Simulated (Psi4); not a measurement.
Process, species as SMILES: N#N (N2) + H+ → N#[NH+]
B3LYP-D3(BJ)/def2-TZVP geometries, fixed; electronic energies without zero-point terms; positive where energy is released.
Largest species:
```
N
N 1 1.0860
H 1 1.0380 2 180.00
```
Charge +1, spin multiplicity 1.

Energies in hartree at HF with Psi4; the proton affinity is their sum with the coefficients shown, times 627.509 kcal/mol a hartree; the bare proton counts zero. All functions are spherical. Density fitting with the program's default auxiliary sets. No added dispersion term, no relativity.

```csv
species,coefficient,part,cc-pVDZ,cc-pVTZ,cc-pVQZ
N#N (N2),+1,Hartree-Fock,-108.95461,-108.98453,-108.99232
N#[NH+],-1,Hartree-Fock,-109.14727,-109.17818,-109.18583
```

Problem. Predict the proton affinity in cc-pV5Z (X = 5): let each Hartree-Fock step shrink by the ratio of the last two. Compare with the run.

Solution. 
- N#N (N2): steps -0.02992 and -0.00779, ratio 0.260, so Hartree-Fock -108.99435 (run: -108.99402).
- N#[NH+]: steps -0.03091 and -0.00765, ratio 0.247, so Hartree-Fock -109.18772 (run: -109.18750).
Predicted 121.3 kcal/mol; the run in cc-pV5Z gives 121.4, a miss of -0.1. Keeping the value in cc-pVQZ, 121.4, would miss by 0.0.
